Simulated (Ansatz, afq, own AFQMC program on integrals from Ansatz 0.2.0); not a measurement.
# Breaking C1–H3 in C2H4, singlet

```xyz
6

C    -0.0879   -0.6436   -0.1436
C     0.0879    0.6436    0.1436
H     0.0325   -1.4236    0.6145
H    -0.3604   -0.9761   -1.1500
H    -0.0325    1.4236   -0.6145
H     0.3604    0.9761    1.1500
```

Products: C2H3 (doublet; CH–CH2) and H (doublet), each relaxed with PBE0/def2-SVP like the molecule; electronic energies without zero-point terms. Determinants: RHF, ROHF and UHF in that order.

Basis def2-TZVP. Only valence electrons are correlated. AFQMC by an in-house program on the Cholesky factors that Ansatz 0.2.0 writes for its CCSD(T) run. ph-AFQMC/CISD is guided by a CISD state made of CCSD amplitudes; releasing the constraint for a short imaginary time cuts its bias at the price of noise, slowly where states lie close. Error bars are statistical, one sigma. The errors of all members are added in quadrature.

No full CI on the walks' own integrals is used here; CCSDT(Q) serves as the reference and is uncertain by about the last step of the cluster series. Each member takes its own surest rung, up to full CI.

Errors are counted within def2-TZVP, not against nature.

Cautions: C₂H₄ (singlet): the released energies move by 1.5 errors or more from one time to the next, so no released level is given (meV from the phaseless value at times in 1/Eh: -13 ± 5 at 0.24, -21 ± 5 at 0.51, -12 ± 6 at 0.99, -11 ± 5 at 1.62, -28 ± 7 at 2.40), though the last usable value meets CCSDT(Q) within the noise, its ph-AFQMC/CISD value lies 16 ± 5 meV above CCSDT(Q); C₂H₃ (doublet): higher spins were not checked, a spin-contaminated unrestricted determinant lies lower (UHF 224 meV lower, ⟨S²⟩ 0.95), the ph-AFQMC/CISD walk drifts between its halves (2.2 errors).

| level | bond energy (kJ/mol) |
| --- | --- |
| HF | 398.6 |
| CCSD | 479.1 |

From these cheaper values, estimate the bond energy at the reference level in def2-TZVP.

480.5 kJ/mol (CCSDT(Q) in def2-TZVP).

```csv
level,bond energy (kJ/mol),error against CCSDT(Q) (kJ/mol)
MP2,480.9,0.4
CCSD(T),481.1,0.6
CCSDT,480.4,-0.1
ph-AFQMC/CISD,479.8 ± 0.7,-0.7 ± 0.7
```

Correlation beyond CCSD(T) takes off 0.6 kJ/mol. The perturbative (T) step is worth +2.1 kJ/mol.

A walk keeps the symmetry of its determinant, which the program's search chose and which needn't be the lowest solution, so a lower state of the same spin and another symmetry isn't excluded.
